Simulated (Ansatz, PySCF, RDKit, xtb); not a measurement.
**SiNHO: a search for the lowest isomer**

Given the formula SiNHO and nothing else, which arrangement of the atoms is the most stable in the gas at 1000 K, and what are its properties?

Plan: many cheap relaxations first (GFN2-xTB), then density-functional screening, relaxation at B3LYP/6-31G*, vibrations and a final energy. The numbers are computed, not measured.

4 further runs of the same task are left out: 4 set aside as unsound or not needed.

### Step 1. Drawing up candidates

All bonding patterns within simple valence rules are listed by program: one Lewis structure each, at most two rings and one unusual centre or charged pair. O–O, O–halogen and N–halogen bonds and N–N–N chains are not drawn. That gives 11 candidates.

```csv
label,SMILES,spin
c006,[O-][NH+]=[Si],triplet
c045,N=[Si]=O,singlet
c064,N1=[Si-][OH+]1,singlet
c195,ON=[Si],triplet
c277,N1O[Si]1,singlet
c504,N1O[Si]1,triplet
c554,N#[Si]O,singlet
c675,ON=[Si],singlet
c717,[O-][NH+]=[Si],singlet
c771,[O-][N+]#[SiH],singlet
c820,N1=[SiH]O1,singlet
```

Candidates are built by distance geometry, with a force field where one applies, in up to four conformers (letters a to d). 16 starts with atoms placed at random are added, to find patterns that the rules miss.

Q: Predict the outcome of this search (final energies at CCSD(T)/def2-TZVPP).

| quantity | value |
| --- | --- |
| lowest structure found | N=[Si]=O, singlet, Cs |
| next finalist | N#[Si]O, singlet, 29.8 kcal/mol higher in G |
| share at equilibrium, among the finalists | 100.0 % |
| harmonic wavenumbers, lowest and highest (B3LYP/6-31G*) | 264 and 3663 cm⁻¹ |
| rotational constants, same geometry | 19.29, 0.2213, 0.2188 cm⁻¹ |
| dipole moment (PBE0/def2-TZVPD) | 2.60 D |
| HOMO energy (PBE0/def2-TZVPD) | -8.57 eV |
| LUMO energy (PBE0/def2-TZVPD) | -3.07 eV |
| HOMO–LUMO gap (PBE0/def2-TZVPD) | 5.50 eV |
| lowest excitation (TD-CAM-B3LYP/def2-SVPD) | 3.78 eV (f = 0.005) |
| strongest of the states computed, same level | 5.80 eV (f = 0.066) |
| lowest triplet excitation, same level, Tamm-Dancoff | 3.30 eV |
| vertical ionisation energy | 10.90 eV |
| vertical electron affinity | 1.16 eV |
| vertical triplet less singlet | +3.01 eV |

The search ends on `N=[Si]=O`. Among the finalists first place is clear (29.8 kcal/mol); structures outside the list aren't covered. GFN2-xTB, r2SCAN-D4/def2-SVP, B3LYP/6-31G*, HF/def2-TZVPP and MP2/def2-TZVPP already put its bonding pattern lowest among the structures in one piece; HF/STO-3G favours the singlet N1O[Si]1. A large T1 diagnostic among the finalists warns that one reference determinant may not suffice. It concerns: the winner; the finalist N#[Si]O (singlet); the finalist N1O[Si]1 (singlet). Lowest found is not proven lowest: the search is finite, and each finalist counts with one conformer.
